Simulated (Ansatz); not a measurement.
# Relaxing Be₃H₂

Theory: DFT PBE, scalar-relativistic, plane waves, PAW in Ansatz. Cutoff 420 eV, Γ-centred k mesh, Gaussian smearing, no spin polarisation in the final step.

Be₃H₂ was placed on the tetradymite structure type (R-3m, No. 166), with H in place of Bi, Be in place of Te, at a guessed volume.

```
Be H
1.0
     1.30128    0.75130    6.03211
    -1.30128    0.75130    6.03211
     0.00000   -1.50259    6.03211
Be H
3 2
Direct
  0.00000 0.00000 0.00000
  0.20950 0.20950 0.20950
  0.79050 0.79050 0.79050
  0.40000 0.40000 0.40000
  0.60000 0.60000 0.60000
```

Cell and atoms relax at zero pressure; the relaxation can't lower the symmetry of the start. After a coarse first stage the cell is made exact in the group found at 0.06 Å.

Energies over the elements count from the elements' standard structures at the same level (H₂ as a molecule), with no empirical corrections.

(1) Describe the relaxed structure.

(2) What are its volume, energy, density and gap?

## Answers

(1) It keeps R-3m (No. 166), but not the shape of the type it started on. Conventional cell: a = 2.234 Å, c = 31.206 Å. Around Be on Wyckoff site a (1 atom of the primitive cell) lie 6 H at 1.57 Å; Be on Wyckoff site c (2 atoms of the primitive cell) has 9 Be at 2.23–2.27 Å; around H lie 3 Be at 1.57 Å.

```cif
data_structure
_symmetry_space_group_name_H-M 'R-3m:H'
_symmetry_Int_Tables_number 166
_cell_length_a 2.2339
_cell_length_b 2.2339
_cell_length_c 31.2058
_cell_angle_alpha 90.000
_cell_angle_beta 90.000
_cell_angle_gamma 120.000
_cell_volume 134.86
loop_
_atom_site_label
_atom_site_type_symbol
_atom_site_symmetry_multiplicity
_atom_site_Wyckoff_symbol
_atom_site_fract_x
_atom_site_fract_y
_atom_site_fract_z
_atom_site_occupancy
Be1 Be 3 a 0.00000 0.00000 0.00000 1
Be2 Be 6 c 0.33333 0.66667 0.86328 1
H1 H 6 c 0.66667 0.33333 0.69536 1
```

(2) The volume per atom is 9.0 Å³. The density is 1.1 g/cm³, the energy over the elements is 0.22 eV/atom and the gap on the 18×18×18 mesh is 0 eV (a metal).

The final run used a 18×18×18 mesh on its 5-atom cell and 0.10 eV smearing. The k mesh leaves about 4 meV/atom of noise in metals. Weakly bound directions are ill-defined at this level, which has no dispersion term. A structure relaxed within its symmetry needn't be a true minimum.

Cost: 4 runs of about 3.3 core-minutes in all, on Intel Xeon 6975P-C (Granite Rapids) (shared hosts).